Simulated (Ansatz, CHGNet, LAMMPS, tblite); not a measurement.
**Elastic constant C12 of zinc-blende HgS (metastable phase): levels of theory against measurement**

Reference value: 51.9 GPa (measured, room temperature, no zero-point or thermal correction, iron-doped crystal; as tabulated in Elastic Constants of beta-HgS, Acta Phys. Pol. A 94).

| level (code) | value (GPa) | cell (Å³/atom) | difference (%) |
|---|---|---|---|
| Stillinger–Weber CdTeZnSeHgS0.sw (LAMMPS) | 56.5 | 25.13 | +8.9 |
| GFN2-xTB (tblite) | 6.74 | 33.48 | -87 |
| CHGNet 0.3.0 | 53.2 | 27.00 | +2.5 |
| LDA (Ansatz) | 61.7 | 24.54 | +18.9 |
| PBE (Ansatz) | 44.8 | 26.88 | -13.7 |

Leaving aside Stillinger–Weber CdTeZnSeHgS0.sw (doubt noted below): The reference is not for a static lattice or low temperature, so close values are not ranked against it. Off by more than 25 %, or 35 % on the side where a correction would as a rule narrow the miss (bounds picked here): GFN2-xTB (-87 %).

The measured value isn't corrected to a static lattice, so vibrations enter the comparison.  Density-functional levels without +SOC have no spin–orbit coupling. Stillinger–Weber CdTeZnSeHgS0.sw: the potential file covers more elements than this solid holds. GFN2-xTB: the relaxed volume lies over a fifth from the starting cell. GFN2-xTB: the method was fitted mainly to molecules. GFN2-xTB: the run uses a supercell at the zone centre in place of a k mesh. LDA, PBE: the solid has no gap at this level, which affects its response. Each level is taken at its own relaxed cell. Ansatz's density-functional and Hartree–Fock values are scalar-relativistic unless marked +SOC, with PAW data made under PBE.

Empirical potentials (Stillinger–Weber CdTeZnSeHgS0.sw) are fitted to chosen data: where that held the value shown, agreement is built in, and what lay outside the fit can be far off. Machine-learned potentials (CHGNet 0.3.0) are trained on DFT data: a solid inside that data is no test of them.

Differences are worked out from the printed values.

Ansatz is an electronic-structure program.
